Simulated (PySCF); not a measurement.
Molecule (SMILES): FOF.
Geometry (B3LYP-D3(BJ)/def2-TZVP, fixed):
```
O
F 1 1.4020
F 1 1.4020 2 103.99
```
Charge 0, spin multiplicity 1.

Basis-set convergence of the lowest singlet excitation energy at PBE0 with PySCF. Tamm-Dancoff approximation; the state is taken by its order, and sets in which it differs in degeneracy or brightness are left out, yet its character can still change. All functions are spherical. Density fitting with generated auxiliary sets. No added dispersion term, no relativity. Reference: the value in d-aug-cc-pVTZ, 4.582 eV, itself unsure by roughly 0.004 eV (its mean distance from aug-cc-pVQZ, aug-pcseg-2, aug-cc-pVTZ). Deviations are taken from unrounded values. Cost is core time over that of 6-311G**, rough, on shared machines of one kind; a dash marks a row that isn't timed (too short, read off another run, short of memory, by another algorithm or on other hardware).

| basis | functions | lowest singlet excitation energy (eV) | minus reference (eV) | cost |
|---|---|---|---|---|
| 3-21G | 27 | 4.481 | -0.100 | - |
| cc-pVDZ | 42 | 4.559 | -0.023 | 0.5× |
| 6-31+G* | 54 | 4.489 | -0.093 | - |
| 6-311G** | 54 | 4.556 | -0.025 | 1× |
| 6-311+G** | 66 | 4.479 | -0.103 | 1× |
| aug-cc-pVDZ | 69 | 4.483 | -0.099 | 2× |
| def2-SVPD | 69 | 4.605 | 0.023 | 2× |
| 6-311++G(2d,2p) | 81 | 4.509 | -0.073 | 2× |
| cc-pVTZ | 90 | 4.630 | 0.048 | 2× |
| pcseg-2 | 90 | 4.604 | 0.022 | 2× |
| jun-cc-pV(T+d)Z | 117 | 4.573 | -0.008 | 5× |
| def2-TZVPPD | 120 | 4.575 | -0.007 | 5× |
| cc-pVQZ | 165 | 4.614 | 0.032 | 10× |
| def2-QZVPP | 171 | 4.594 | 0.012 | 10× |
| pcseg-3 | 180 | 4.592 | 0.011 | 20× |
| d-aug-cc-pVTZ | 186 | 4.582 | 0.000 | 30× |
| def2-QZVPPD | 198 | 4.584 | 0.002 | 20× |
| aug-cc-pVQZ | 240 | 4.588 | 0.006 | 30× |
